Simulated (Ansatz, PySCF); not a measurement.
Dimer: H2O (SMILES O) (first 3 atoms) with H2O (SMILES O); geometry from S22 set.
(charge 0, multiplicity 1):
| atom | x (Å) | y (Å) | z (Å) |
|---|---|---|---|
| O | -1.5510 | -0.1145 | 0.0000 |
| H | -1.9343 | 0.7625 | 0.0000 |
| H | -0.5997 | 0.0407 | 0.0000 |
| O | 1.3506 | 0.1115 | 0.0000 |
| H | 1.6804 | -0.3737 | -0.7586 |
| H | 1.6804 | -0.3737 | 0.7586 |

Basis-set superposition error: the interaction energy with monomers in their own basis, and in the dimer's basis (counterpoise).

Codes used: Ansatz (Gaussian orbitals); PySCF for 6-31G* rows. 

| level | uncorrected (kJ/mol) | counterpoise (kJ/mol) | difference |
|---|---|---|---|
| HF/aug-cc-pVDZ | -16.0 | -14.9 | 1.0 |
| HF/aug-cc-pVTZ | -15.2 | -14.8 | 0.3 |
| BLYP/def2-TZVPPD | -16.8 | -16.6 | 0.2 |
| revPBE/def2-TZVPPD | -14.1 | -14.0 | 0.1 |
| B3LYP/6-31G* | -30.6 | -23.8 | 6.8 |
| BHLYP/def2-TZVPPD | -20.8 | -20.7 | 0.1 |
| wB97X-V/def2-TZVPPD | -20.9 | -20.8 | 0.1 |
| wB97M-V/def2-TZVPPD | -20.8 | -20.7 | 0.1 |
| MP2/aug-cc-pVTZ | -21.6 | -19.6 | 2.0 |
| SCS-MP2/aug-cc-pVDZ | -20.1 | -16.4 | 3.7 |

The error is largest for B3LYP/6-31G* (6.8 kJ/mol) and smallest for BHLYP/def2-TZVPPD (0.1 kJ/mol).

Ansatz is a quantum-chemistry and plane-wave program.
